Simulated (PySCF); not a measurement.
# C2Cl2O2 (oxalyl dichloride): the cost of one run

Programs: PySCF 2.14.0, with density-fitted response routines of our own. Each step states its level of theory. These are calculated values for one molecule, in the gas phase or a continuum, unless marked as measured. Atoms are numbered from 0 throughout.

## 1. The molecule as given

6 atoms, charge 0, multiplicity 1; geometry from: GFN2-xTB. The atoms were then displaced at random by about 0.01 Å, so the start is not that level's minimum.

Bonds of the start (Å): O0–C1 1.16, C1–Cl2 1.74, C1–C3 1.56, C3–O4 1.18, C3–Cl5 1.71.

## 2. Optimising the geometry at PBE0-D3(BJ)/def2-SVP

What the job is given:

```
{"job": {"xc": "PBE0", "basis": "def2-SVP", "d3": "d3bj", "grid": 1, "shake": 0.01, "kind": "geom"}, "charge": 0, "multiplicity": 1}
O     -0.908370     1.364230    -0.508910
C     -0.699990     0.283980    -0.148110
Cl    -1.936350    -0.907240     0.134020
C      0.728280    -0.285700     0.135880
O      0.927250    -1.395410     0.496840
Cl     1.913340     0.910130    -0.154380
```

Command:

```bash
$ OMP_NUM_THREADS=1 python probes_run.py task.json out
```

One launch serves the whole session: the jobs run in the order shown.

**Question.** How long does this first job take on 1 thread of Arm Neoverse V1, shared host, and how much memory does it need?

About 29 s, with a peak of 0.38 GiB.
